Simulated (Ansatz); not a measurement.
Two shapes of doublet NF₃(+).

Shape 1:

```xyz
4

N    -0.3918   -0.0708    0.1889
F     0.2454   -1.1580   -0.1798
F     0.4891    0.5572    0.9330
F    -0.4241    0.6468   -0.9103
```

Shape 2:

```xyz
4

N    -0.2641   -0.0485    0.1266
F     0.2009   -1.1489   -0.1573
F     0.4411    0.5422    0.9399
F    -0.4593    0.6306   -0.8775
```

Basis set: def2-SVP (spherical functions). Correlated methods keep 4 orbitals frozen. Charge 1, multiplicity 2.

Computed with Ansatz (development build ahead of 0.2.0); each method stands on the lowest determinant of its kind that the runs found.

(1) Which shape is lower in energy, and by how much in each method?

Answers

(1)

```tsv
method	E(2) − E(1) (eV)
UHF	-1.143
UHF-MP2	-0.600
```

Shape 2 is lower.
